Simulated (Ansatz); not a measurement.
Start from HgTe in the zinc blende structure (space group F-43m, No. 216; a = 6.573 Å).

The values are results of Kohn–Sham DFT with the r2SCAN functional, run in Ansatz (a quantum-chemistry and plane-wave program) with PAW and 500 eV plane waves, no spin-orbit coupling, earlier PAW set, not measurements.

One thing is altered: every Hg is replaced by Cd; the structure is relaxed again.

Measured lattice parameter a: HgTe 6.46 Å (room temperature; as listed in R. J. Cava et al., Journal of Materials Chemistry C (2013)); CdTe 6.48 Å (room temperature; as listed in M J Lucero, T M Henderson, G E Scuseria, Journal of Physics Condensed Matter (2012)).

**Question.** How well does r2SCAN reproduce the measured shift?

**Answer.** With r2SCAN the lattice parameter a moves by -0.015 Å (6.573 → 6.559) against +0.020 Å measured, the wrong sign.

Stability against distortions was not tested. The final runs are not spin-polarised.
